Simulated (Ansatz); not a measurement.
The input, for Ansatz 0.2.0:

```yaml
crystal:
  periodic: [false, false, false]
  atoms:
    - {symbol: Al, position_ang: [-1.001409, 0.000000, 0.000000]}
    - {symbol: H, position_ang: [-1.794333, 1.373384, 0.000000]}
    - {symbol: H, position_ang: [-1.794333, -1.373384, 0.000000]}
    - {symbol: H, position_ang: [0.473591, 0.000000, 0.000000]}
    - {symbol: C, position_ang: [2.090591, 0.000000, 0.000000]}
    - {symbol: H, position_ang: [2.505059, 0.000000, 0.996161]}
    - {symbol: H, position_ang: [2.505059, 0.000000, -0.996161]}
basis:
  gaussian: {orbitals: cc-pVDZ}
magnetization: {spin_polarized: true, initial_magnetization: 2}
correlation: {method: ccsdt_q, electrons: outside_noble_gas}
```

```sh
$ ansatz run in.yaml --threads 1 --pin off --events-out ev --progress --plain --max-ram 2393MiB
```

Output:

```
1062 factors; integrals over basis functions are off by at most 2.2e-7 eV
mean field evaluation 1: about -7686.1186 eV, gradient 1.2e1 eV
mean field evaluation 2: about -7686.1197 eV, gradient 1.2e1 eV
mean field evaluation 4: about -7687.7214 eV, gradient 2.1e0 eV
mean field evaluation 8: about -7687.8045 eV, gradient 1.4e-3 eV
mean field evaluation 16: about -7687.8022 eV, gradient 2.5e-1 eV
mean field evaluation 32: about -7685.1207 eV, gradient 3.5e-2 eV
mean field -7687.80447201 eV, -282.5216033654 hartree, gradient 1.9e-6 eV, S^2 2.026495; 1 other end points of the search recorded, 0 dependent functions left out
determinant -7687.80447201 eV, -282.5216033654 hartree, with singles and doubles -7693.96649410 eV, -282.7480535004 hartree
determinant -7685.12073249 eV, -282.4229777570 hartree, with singles and doubles -7691.70332604 eV, -282.6648836081 hartree
6 core orbitals not correlated: weight in the atoms' cores, before any rotation towards them, 1.000 or more for the frozen orbitals, at most 0.000 for the correlated occupied ones
reference -7687.80447201 eV, -282.5216033654 hartree; 7, 5 occupied and 44, 46 virtual orbitals, 1062 factors
second order -4.95126785 eV of doubles, -0.00000000 eV of singles
cycle   1  -5.82066892 eV  change   -8.7e-1 eV  update   7.1e-2
cycle   2  -6.25038916 eV  change   -4.3e-1 eV  update   3.0e-2
cycle   3  -6.28912144 eV  change   -3.9e-2 eV  update   1.2e-2
cycle   4  -6.29722719 eV  change   -8.1e-3 eV  update   6.4e-3
cycle   5  -6.29843604 eV  change   -1.2e-3 eV  update   2.6e-3
cycle   6  -6.29804712 eV  change    3.9e-4 eV  update   1.3e-3
cycle   7  -6.29841758 eV  change   -3.7e-4 eV  update   5.4e-4
cycle   8  -6.29876900 eV  change   -3.5e-4 eV  update   2.5e-4
cycle   9  -6.29877421 eV  change   -5.2e-6 eV  update   1.2e-4
cycle  10  -6.29867792 eV  change    9.6e-5 eV  update   5.2e-5
cycle  11  -6.29867810 eV  change   -1.8e-7 eV  update   2.5e-5
cycle  12  -6.29868977 eV  change   -1.2e-5 eV  update   1.3e-5
cycle  13  -6.29870158 eV  change   -1.2e-5 eV  update   5.1e-6
cycle  14  -6.29870560 eV  change   -4.0e-6 eV  update   2.5e-6
cycle  15  -6.29870494 eV  change    6.6e-7 eV  update   1.3e-6
cycle  16  -6.29870364 eV  change    1.3e-6 eV  update   6.8e-7
cycle  17  -6.29870321 eV  change    4.4e-7 eV  update   3.0e-7
perturbative correction -0.00459166 eV, -0.0001687403 hartree
Total energy: -7694.10776688 eV, -282.7532451791 hartree
```

Ran on 1 thread of Arm Neoverse V2, shared host: 79 s wall, 0.93 GiB peak host memory.
